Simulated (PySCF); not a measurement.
**A diatomic session: Na₂**

One table from this session's results is given with a row withheld; the runs are named, their logs left out.

The runs use PySCF 2.14.0; Na def2-TZVPP, no relativity.

Set-up of the first run:

Settings of the job:

- atoms: Na, Na
- charge: 0
- basis: Na def2-TZVPP
- Hamiltonian: no relativity
- basis functions: 64
- electrons treated: 22
- masses in u: 22.9898, 22.9898
- levels: PBE0, PBE, r²SCAN, BLYP, M06-L, r²SCANh, TPSSh, ωB97M-V, HF, MP2, SCS-MP2, CCSD, CCSD(T)
- grid: 80 radial by 434 angular points
- occupations: held fixed by the projection of orbital angular momentum
- dissociation limit: Na + Na, each in its ground configuration
- starting distance in angstrom: 3.150
- values of 2S to try: 0, 2

The run is started by

```bash
OMP_NUM_THREADS=1 python dia.py task.json out
```

Among the steps run: Input; The PBE0 curve of the state that the search chose; Higher solutions at PBE0; PBE; r²SCAN; BLYP (GGA); M06-L (meta-GGA); r²SCANh (hybrid meta-GGA); TPSSh (hybrid meta-GGA); ωB97M-V (range-separated hybrid); RHF; Adding correlation.

One of the session's tables, all rows but one given; the rest of the session is left out.

Energy (eV) from each level's lowest point:

| R (Å) | RHF | RHF-MP2 | RHF-SCS-MP2 | RHF-CCSD | RHF-CCSD(T) |
| --- | --- | --- | --- | --- | --- |
| 2.666 | 0.197 | 0.134 | 0.142 | n/a | n/a |
| 2.790 | 0.109 | 0.063 | 0.068 | 0.067 | 0.066 |
| 2.914 | 0.050 | 0.020 | 0.023 | 0.023 | 0.023 |
| 3.007 | 0.022 | 0.004 | 0.006 | 0.006 | 0.006 |
| 3.100 | 0.006 | 0.000 | 0.000 | 0.000 | 0.000 |
| 3.193 | 0.000 | 0.006 | 0.004 | 0.004 | 0.004 |
| 3.317 | ? | ? | ? | ? | ? |
| 3.472 | 0.032 | 0.068 | 0.062 | 0.059 | 0.058 |
| 3.658 | 0.083 | 0.135 | 0.126 | 0.120 | 0.116 |
| 3.906 | 0.175 | 0.243 | 0.231 | n/a | n/a |

Estimate the missing values for R (Å) = 3.317.

Worked estimate for «RHF». A straight line through the neighbours (3.193, 0.000) and (3.472, 0.032) gives 0.000 + (0.032 − 0.000) × (3.317 − 3.193) / (3.472 − 3.193) = 0.014; a parabola fitted to 4 rows on both sides gives 0.007.

**Answer.** RHF: 0.006; RHF-MP2: 0.026; RHF-SCS-MP2: 0.023; RHF-CCSD: 0.022; RHF-CCSD(T): 0.021. In «RHF» the line misses by +0.008 and the parabola by +0.001.
